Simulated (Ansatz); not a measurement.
Geometry optimisation, Ansatz 0.2.0, RKS revPBE-D4/def2-SVP.

The input (input.yaml):

```yaml
crystal:
  periodic: [false, false, false]
  atoms:
    - { symbol: Si, position_ang: [0.0, 0.0, 0.0] }
    - { symbol: Cl, position_ang: [0.0, 0.0, 2.13] }
    - { symbol: Cl, position_ang: [2.0086, 0.0, -0.7093] }
    - { symbol: H, position_ang: [-0.6877, 1.1914, -0.4862] }
    - { symbol: H, position_ang: [-0.6877, -1.1914, -0.4862] }
basis:
  gaussian: { orbitals: def2-SVP }
hamiltonian:
  xc: revpbe
  dispersion: d4
relax:
  f_tol: 0.02
  max_steps: 40
```

Command:

```bash
$ ansatz run input.yaml --threads 1 --pin off --max-ram 2048MiB --backend cpu --events-out ev --progress --plain --runs-dir out
```

Where does it end, and by what steps?

The forces met the threshold. After 2 steps the energy has fallen by 0.084 eV; H4 moved furthest, 0.06 Å.

| step | energy less start (eV) | largest force component (eV/Å) | accepted |
| --- | --- | --- | --- |
| 0 | 0.0000 | 1.288 | yes |
| 1 | -0.0790 | 0.389 | yes |
| 2 | -0.0836 | 0.013 | yes |

```xyz
5
Properties=species:S:1:pos:R:3
Si 0.010 0.000 0.007
Cl -0.005 0.000 2.082
Cl 1.962 0.000 -0.698
H -0.667 1.244 -0.472
H -0.667 -1.244 -0.472
```

Whether the end is a true minimum wasn't checked by a vibrational analysis.

The run took 5.2 s on 1 thread of Arm Neoverse V2, with other jobs on the host, peak memory 0.11 GiB.
